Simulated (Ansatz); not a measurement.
This geometry of H$_{5}$NOSi (8 atoms, charge 0, multiplicity 1) is a first-order saddle point.

All numbers below come from Ansatz, RKS BHLYP/def2-SVP.

```xyz
8
Properties=species:S:1:pos:R:3
Si -0.750 0.115 0.534
N 0.846 -0.195 -0.416
O -1.256 0.781 -0.812
H 0.033 0.367 -1.117
H -0.402 0.933 1.717
H -1.254 -1.201 0.983
H 1.680 0.334 -0.196
H 1.104 -1.135 -0.694
```

(1) Which two structures does it join? (They come from a converged band through this point; their orientation in space is the band's.)

(2) How far does it lie above each of them?

Answers

(1) Bonds broken: O3–H4. Bonds formed: N2–H4.

Initial state:

```xyz
8
Properties=species:S:1:pos:R:3
Si -0.428 0.078 0.421
N 1.161 -0.401 0.006
O -1.193 1.015 -0.712
H -1.264 0.667 -1.597
H -0.437 0.934 1.621
H -1.162 -1.191 0.639
H 1.936 0.232 -0.089
H 1.388 -1.334 -0.289
```

Final state:

```xyz
8
Properties=species:S:1:pos:R:3
Si -0.882 0.189 0.542
N 0.798 -0.169 -0.497
O -1.742 0.898 -0.511
H 0.535 0.248 -1.388
H -0.234 0.900 1.679
H -1.119 -1.215 0.978
H 1.631 0.297 -0.154
H 1.014 -1.148 -0.649
```

(2) 44.9 kcal/mol above the first and 10.7 kcal/mol above the second. This is the barrier of this one path; another mechanism may lie lower. The orbitals stay closed-shell, which can raise the energy where a bond breaks towards radicals; this wasn't checked here.

The run took 110 s on 1 thread of Arm Neoverse V1, on a shared host, peak memory 0.13 GiB.
